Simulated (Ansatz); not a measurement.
A ladder of methods for SiF2 (SMILES F[Si]F)

SiF2 has 3 atoms, charge 0, and is taken as a singlet. SMILES: `F[Si]F`. The shape is that of a GFN2-xTB optimisation.

```xyz
3

Si    0.0042   -0.0077   -0.7448
F     1.1659   -0.0173    0.3806
F    -1.1702    0.0250    0.3642
```

Quantity: the vertical energy of the triplet above the singlet, in eV. The values are calculated.

```
          level                    kind  program  value (eV)  less CCSDT/STO-3G  CPU time (all runs)
      HF/STO-3G            Hartree–Fock   Ansatz        3.06              -0.53               0.22 s
     PBE/STO-3G                     GGA   Ansatz        3.78              +0.19                3.5 s
  r2SCAN/STO-3G                meta-GGA   Ansatz        3.71              +0.12                6.6 s
   BHLYP/STO-3G           global hybrid   Ansatz        3.60              +0.01                2.4 s
 wB97M-V/STO-3G  range-separated hybrid   Ansatz        3.96              +0.37                 34 s
  B2PLYP/STO-3G           double hybrid   Ansatz        3.75              +0.16                3.1 s
 RPA@PBE/STO-3G                     RPA   Ansatz        3.58              -0.01                4.7 s
 BCCD(T)/STO-3G   coupled cluster or CI   Ansatz        3.62              +0.03               0.61 s
CCSDT(Q)/STO-3G   coupled cluster or CI   Ansatz        3.61              +0.02                1.8 s
   CCSDT/STO-3G   coupled cluster or CI   Ansatz        3.59               0.00                  1 s
```

Differences are taken from CCSDT/STO-3G for orientation; it has basis-set and higher-order errors of its own. The values span 3.06 to 3.96 eV. All rows use very small basis sets, so none should be taken for the real molecule's value. In so small a basis fixed costs decide the times, and correlated methods can beat functionals. Times are those of the runs behind each value, whatever else they computed, on shared processors of several kinds: orders of magnitude only.
